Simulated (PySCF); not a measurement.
## `ClC=C=C(Cl)Cl`, C₃HCl₃

Cartesian coordinates in Å; atom numbers follow the order of the lines, from 1:
```xyz
7

Cl    2.2233   -0.2079    1.4525
C     1.2768   -0.4134    0.0260
C     0.0410   -0.0342   -0.0674
C    -1.1968    0.3403   -0.1699
Cl   -1.6455    1.9050   -0.7176
Cl   -2.5079   -0.6942    0.2344
H     1.8141   -0.8902   -0.7856
```

Computed, not measured: TDDFT CAM-B3LYP/aug-cc-pVTZ excited states, vertical, gas phase (PySCF). Geometry: PBE0-D3(BJ)/def2-TZVP.

**Question.** How strongly do the lowest singlets absorb one photon, and two photons of half the energy?

**Answer.** δ for parallel linear polarisation; σ at the peak of a Lorentzian of half width 0.1 eV, single beam; Ω is circular over linear.
```
state  E (eV)      f  photon λ (nm)  δ (au)  σ (GM)     Ω                                main
   S1    4.81  0.000            515    <0.1    0.00     –                      HOMO→LUMO 0.94
   S2    5.24  0.000            473    0.11    0.00  1.50                  HOMO−1→LUMO+1 0.91
   S3    5.93  0.010            418     187    2.40  0.55  HOMO→LUMO+1 0.55, HOMO−1→LUMO 0.40
   S4    6.21  0.000            399    2.73    0.04  0.67  HOMO→LUMO+3 0.62, HOMO→LUMO+4 0.23
   S5    6.59  1.148            376    6.02    0.10  1.14  HOMO−1→LUMO 0.54, HOMO→LUMO+1 0.38
   S6    6.81  0.007            364      42    0.71  0.62                    HOMO→LUMO+2 0.79
```

Among these, the strongest one-photon state is S5, the strongest two-photon state S3, with a dipole change of 0.8 D (relaxed, norm of the difference vector).
